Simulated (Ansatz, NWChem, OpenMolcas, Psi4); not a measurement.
# A small benchmark: atomisation enthalpy at 298 K

10 molecules with open shells; the atomisation enthalpy at 298 K in kJ/mol, computed less measured. Shapes, held fixed at every level: PBE0-D4/def2-TZVP. Flexible molecules stand in one conformer, not always the lowest. Thermal terms are harmonic and unscaled (PBE0-D4/def2-TZVP); the spin-orbit lowering of the free atoms is taken from their spectra. Programs: Ansatz 0.2.0, NWChem 7.3.0, OpenMolcas 26.06, Psi4 1.11. A level may come from different programs for different species; with the same settings they agree closely. Measured values: Active Thermochemical Tables.

Levels: A = HF/3-21G; B = HF/def2-TZVPP; C = PBE-D4/def2-TZVPP; D = r2SCAN-D4/def2-TZVPP; E = BHLYP-D4/def2-TZVPP.

```json
{"molecule": "N2H (dinitrogen monohydride)", "from tabulated heats": "913", "A": "-728", "B": "-500", "C": "+94", "D": "-2", "E": "-62"}
{"molecule": "C2HO (SMILES C#C[O])", "from tabulated heats": "1723", "A": "-759", "B": "-588", "C": "+127", "D": "+45", "E": "-98"}
{"molecule": "CH2N (SMILES C=[N])", "from tabulated heats": "1387", "A": "-584", "B": "-455", "C": "+68", "D": "+8", "E": "-45"}
{"molecule": "CH3 (methyl radical)", "from tabulated heats": "1224", "A": "-310", "B": "-273", "C": "+11", "D": "+15", "E": "-10"}
{"molecule": "CH3O (hydroxymethyl radical)", "from tabulated heats": "1636", "A": "-642", "B": "-505", "C": "+50", "D": "+15", "E": "-62"}
{"molecule": "N2H3 (hydrazinyl radical)", "from tabulated heats": "1374", "A": "-811", "B": "-614", "C": "+86", "D": "+2", "E": "-48"}
{"molecule": "C2H3O (acetyl radical)", "from tabulated heats": "2347", "A": "-879", "B": "-696", "C": "+95", "D": "+22", "E": "-95"}
{"molecule": "C3H3 (propargyl radical)", "from tabulated heats": "2453", "A": "-746", "B": "-646", "C": "+99", "D": "+31", "E": "-72"}
{"molecule": "C3H3 (SMILES [CH]1C=C1)", "from tabulated heats": "2318", "A": "-843", "B": "-667", "C": "+110", "D": "+33", "E": "-75"}
{"molecule": "C2H5O (ethoxy radical)", "from tabulated heats": "2784", "A": "-888", "B": "-753", "C": "+83", "D": "+28", "E": "-66"}
```

Problem. Which level does best on this set, which worst, and which err to one side?

Solution. 
| level | kind | mean error | mean absolute error | worst case |
| --- | --- | --- | --- | --- |
| HF/3-21G | Hartree–Fock | -719.0 | 719.0 | C2H5O |
| HF/def2-TZVPP | Hartree–Fock | -569.7 | 569.7 | C2H5O |
| PBE-D4/def2-TZVPP | GGA | +82.3 | 82.3 | C2HO |
| r2SCAN-D4/def2-TZVPP | meta-GGA | +19.7 | 20.1 | C2HO |
| BHLYP-D4/def2-TZVPP | global hybrid | -63.3 | 63.3 | C2HO |

On this set r2SCAN-D4/def2-TZVPP has the smallest mean absolute error and HF/3-21G the largest. HF/3-21G is too low in 10 of 10; HF/def2-TZVPP is too low in 10 of 10; PBE-D4/def2-TZVPP is too high in 10 of 10; r2SCAN-D4/def2-TZVPP is too high in 9 of 10; BHLYP-D4/def2-TZVPP is too low in 10 of 10. Heats of the atoms come from ATcT where it has them. The levels differ in basis as well as in method. For HF/def2-TZVPP the error tends to grow with the atomisation enthalpy. Hartree–Fock lacks correlation and underbinds. Spin contamination: N2H (⟨S²⟩ up to 0.87), C2HO (⟨S²⟩ up to 0.89), CH2N (⟨S²⟩ up to 0.98), C3H3 (propargyl radical) (⟨S²⟩ up to 1.00). Open shells run unrestricted. The set is small.
